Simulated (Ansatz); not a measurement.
A made-up structure of C₂H₅Si, doublet:

```
atom    x (Å)    y (Å)    z (Å)
  C1  -0.9213   0.6993  -0.6898
  C2   0.1824   0.5810   0.0579
 Si3   0.6499  -0.9438   0.9685
  H4  -1.5965  -0.1365  -0.8496
  H5  -1.1901   1.6325  -1.1757
  H6  -0.6356   0.5064   0.3126
  H7   2.1198  -1.1479   1.0554
  H8  -0.0551  -2.1458   0.4481
```

It is relaxed with PBE-D4/def2-SVP and then PBE0-D4/def2-TZVP (Ansatz 0.2.0). Atoms count as bonded within 1.22 times the sum of their covalent radii (H–H: 0.88 Å). The end point is not checked to be a true minimum.

Question: Does its bonding change? (Judge from chemistry; the calculation decides.)

Answer: The calculation gives: Yes. Formed: none; broken: C2–H6.

Where it ends: The first stage lowers the energy by 5.87 eV in 13 steps. It ends as C₂H₅Si ([CH3][C][SiH2]):
```
8
angstrom
C -1.0882 0.7676 -0.5693
C -0.2037 -0.2005 0.0468
Si 0.9215 -1.2232 0.7395
H -1.5591 0.3718 -1.4765
H -0.5406 1.6741 -0.8622
H -1.8868 1.0830 0.1120
H 2.3526 -0.8696 0.8756
H 0.5577 -2.5579 1.2614
```

Labels in which every atom is bracketed show which atoms are joined, not bond orders.

For scale, one of the runs: PBE0-D4/def2-TZVP relaxation, 129 basis functions, launched by `ansatz run in.yaml --threads 2 --pin off --events-out ev --progress --plain --max-ram 4352MiB`. The run took about 30 s on 2 CPU threads of an Intel Xeon 6975P-C (shared host).
